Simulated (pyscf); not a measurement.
Structures and frequencies: ωB97X-D3(BJ)/def2-SVP in PySCF.

Q: H₃Si–Si(SiH₃)(SiH₃)–Cl (SMILES [SiH3][Si]([SiH3])([SiH3])Cl) + H₂O (SMILES O) → HO–SiH₂–Si(SiH₃)(SiH₃)–Cl (SMILES O[SiH2][Si]([SiH3])([SiH3])Cl) + H₂ (SMILES [H][H])
Surface: singlet. Broken: H–Si, H–O. Formed: O–Si, H–H. Give ΔE‡ and ΔE from ωB97M-D3(BJ)/def2-TZVP, relative to the separated reactants.

A: ΔE‡ = 1.55 eV, ΔE = -0.61 eV. Zero-point energy shifts the barrier by -0.02 eV. It is a four-centre exchange, with an imaginary mode of 1403i cm⁻¹. On the reactant side the descent ends in a complex (not fully relaxed), 0.22 eV under the separated species and 1.81 eV under the saddle at ωB97X-D3(BJ)/def2-TZVP. One saddle was located; it need not be the lowest between these sides.
